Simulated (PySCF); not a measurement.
# BH3: the cost of one run

Computed with PySCF 2.14.0. Level: levels as typed in each script, gas phase, geometry from GFN2-xTB.

## Step 1: The system as given

4 atoms, charge 0, spin multiplicity 1.

Bond lengths: B1–H2 1.164 Å, B1–H3 1.164 Å, B1–H4 1.164 Å. Angles: H2–B1–H3 120.0°, H2–B1–H4 120.0°, H3–B1–H4 120.0°.

As a file:

```xyz
4

B     0.0000    0.0000    0.0000
H    -0.3009    1.1249    0.0000
H    -0.8237   -0.8231    0.0000
H     1.1247   -0.3018    0.0000
```

## Step 2: Density, bond paths and surface potential (PBE0/def2-tzvp)

The input, input.py:

```python
import numpy as np
from pyscf import gto, scf, dft
from pyscf.scf import atom_ks, atom_hf
from scipy.linalg import block_diag

def solve(mol, dm0=None, hcore=None):
    mf = (dft.UKS if mol.spin else dft.RKS)(mol, xc='pbe0')
    mf.grids.level = 3
    mf = mf.density_fit(auxbasis='def2-universal-jkfit')
    mf.conv_tol, mf.max_cycle = 1e-8, 80
    if hcore is not None:
        mf.get_hcore = lambda *args: hcore
    mf.kernel(dm0)
    if not mf.converged:
        mf = mf.newton().run(mf.mo_coeff, mf.mo_occ, max_cycle=30)
    assert mf.converged, 'SCF not converged'
    return mf

mol = gto.M(atom='''
B      0.00000     0.00000     0.00000
H     -0.30093     1.12490     0.00000
H     -0.82373    -0.82307     0.00000
H      1.12466    -0.30184     0.00000
''', basis='def2-tzvp', charge=0, spin=0, verbose=4)
mf = solve(mol)
mf.analyze()
# spherically averaged free atoms, for the promolecule
atm = atom_ks.get_atm_nrks(mol, xc='pbe0')
pro = block_diag(*[(atm[a[0]][2] * atm[a[0]][3]) @ atm[a[0]][2].T for a in mol._atom])
np.savez('result.npz', e=mf.e_tot, c=mf.mo_coeff, occ=mf.mo_occ, eps=mf.mo_energy, pro=pro, dip=mf.dip_moment(verbose=0), s2=mf.spin_square()[0])
```

On the command line:

```console
$ OMP_NUM_THREADS=1 python input.py
```

Q: Estimate wall time and peak memory on 1 thread of Arm Neoverse V2, shared host.

About 1.9 s, with a peak of 0.19 GiB.
